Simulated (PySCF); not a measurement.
AlCl3, SMILES [Cl][Al]([Cl])[Cl]. Geometry optimised at PBE-D3(BJ)/def2-SVP. The isomer is the one that the SMILES or the coordinates give; other isomers of the formula were not compared.

The numbers are results of PBE-D3(BJ)/def2-SVP in PySCF 2.14.0, not measurements.

Harmonic wavenumbers (cm⁻¹): 142, 142, 195, 373, 620, 620. Rotational constants (GHz): 2.171, 2.171, 1.085; symmetry number 6.

Q: Work out the zero-point energy and the ideal-gas rigid-rotor harmonic-oscillator thermochemistry at 298.15 K and 1 atm.

A: ZPE = ½ Σ hcν = ½ × 2092 cm⁻¹ = 12.51 kJ/mol. H − E(el) = 29.04 kJ/mol. Entropy in J/(mol K): translation 169.77, rotation 104.48, vibration 40.29, total 314.53. G − E(el) = -64.74 kJ/mol. Cp = 71.65 J/(mol K). Modes under 150 cm⁻¹ make the vibrational entropy uncertain.
